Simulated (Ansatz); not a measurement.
# CP (doublet): wave-function methods side by side at distance C1–P2 = 2.487 Å, 6-31G

How much of the correlation energy of CP (doublet) does each wave-function method recover here?

Method: 6-31G, core rule «outside noble gas», up to 6 orbitals frozen; program: Ansatz 0.2.0, Gaussian basis.

To be run: UHF; CCSD(T) on ROHF; CCSD(T) on UHF; BCCD(T) on ROHF; CISD; CCSDT(Q) on ROHF; CCSDT(Q) on UHF; CISDTQ; CCSDTQ on ROHF; CCSDTQ on UHF; CASSCF and MRCISD+Q, 3 electrons in 3 orbitals; CASSCF and NEVPT2, 3 electrons in 3 orbitals; CASSCF and MRCISD+Q, 9 electrons in 8 orbitals; CASSCF and NEVPT2, 9 electrons in 8 orbitals; Full CI.

26 further runs of the same task are left out: 10 for a known fault of the program, 13 that didn't finish, 3 set aside as unsound or not needed.

### Step 1. What is computed

The geometry derives from a PBE0/def2-TZVP stationary point (not a proven minimum). One bond is set to the value named and the two fragments are kept rigid.

2 atoms, charge 0, spin multiplicity 2.

Atoms are counted from 1 here; the program's logs count them from 0.

No contacts short enough for the rule that draws bonds.

### Step 2. UHF

in.yaml

```yaml
crystal:
  periodic: [false, false, false]
  atoms:
    - {symbol: C, position_ang: [0.000000, 0.000000, 0.000000]}
    - {symbol: P, position_ang: [0.000000, 0.000000, 2.487000]}
basis:
  gaussian: {orbitals: 6-31G}
magnetization: {spin_polarized: true, initial_magnetization: 1}
hamiltonian: {xc: hf}
output: {orbitals: {seedname: orbitals}}
```

Started as:

```bash
> ansatz run in.yaml --threads 1 --pin off --events-out ev --progress --plain --max-ram 2393MiB
```

After this run come: CCSD(T) on ROHF; CCSD(T) on UHF; BCCD(T) on ROHF; CISD; CCSDT(Q) on ROHF; CCSDT(Q) on UHF; CISDTQ; CCSDTQ on ROHF; CCSDTQ on UHF; CASSCF and MRCISD+Q, 3 electrons in 3 orbitals; CASSCF and NEVPT2, 3 electrons in 3 orbitals; CASSCF and MRCISD+Q, 9 electrons in 8 orbitals; CASSCF and NEVPT2, 9 electrons in 8 orbitals; Full CI.

Q: Predict the results of all the runs planned. Wanted: FCI below the RHF energy; RMP2 from FCI; UMP2 from FCI; RCCSD from FCI; RCCSD(T) from FCI; UCCSD(T) from FCI; RCCSDT(Q) from FCI; UCCSDT(Q) from FCI; NEVPT2 pair from FCI.

As calculated:

| quantity | value |
| --- | --- |
| FCI below the RHF energy | -5.3220 eV |
| RMP2 from FCI | +128.7 kJ/mol |
| UMP2 from FCI | +118.6 kJ/mol |
| RCCSD from FCI | +38.6 kJ/mol |
| RCCSD(T) from FCI | -4.3 kJ/mol |
| UCCSD(T) from FCI | +12.7 kJ/mol |
| RCCSDT(Q) from FCI | -5.6 kJ/mol |
| UCCSDT(Q) from FCI | +3.5 kJ/mol |
| NEVPT2 pair from FCI | +118.6 kJ/mol |
| MRCISD+Q pair from FCI | -4.8 kJ/mol |
| NEVPT2 valence from FCI | +35.5 kJ/mol |
| levels within 1 kcal/mol (43 meV) | UCCSDT(Q), RCCSDTQ, UCCSDTQ, MRCISD valence, MRCISD+Q valence |
| T1 diagnostic | 0.148 |
| effectively unpaired electrons | 2.52 |

**Reading.** RCCSD(T) misses by -4.3 kJ/mol, 0.8 % of the correlation energy. CCSD(T) misses by -4.3 kJ/mol on the restricted determinant and by +12.7 kJ/mol on the unrestricted one; the two need not hold the same state or core. RCCSD(T), RCCSDT(Q), MRCISD+Q pair fall below full CI, which methods that aren't variational can do. The occupations show strong static correlation (2.5 unpaired electrons where one determinant has 1). Coupled cluster on one determinant still stays close here. Of the multireference levels listed MRCISD+Q valence comes nearest in total energy (+1.1 kJ/mol), which doesn't show that its space is the better one. Coupled cluster took another determinant than the lowest Hartree-Fock one. These misses are within one basis, not against nature; the frozen cores of restricted and unrestricted runs differ, which can shift their rows.
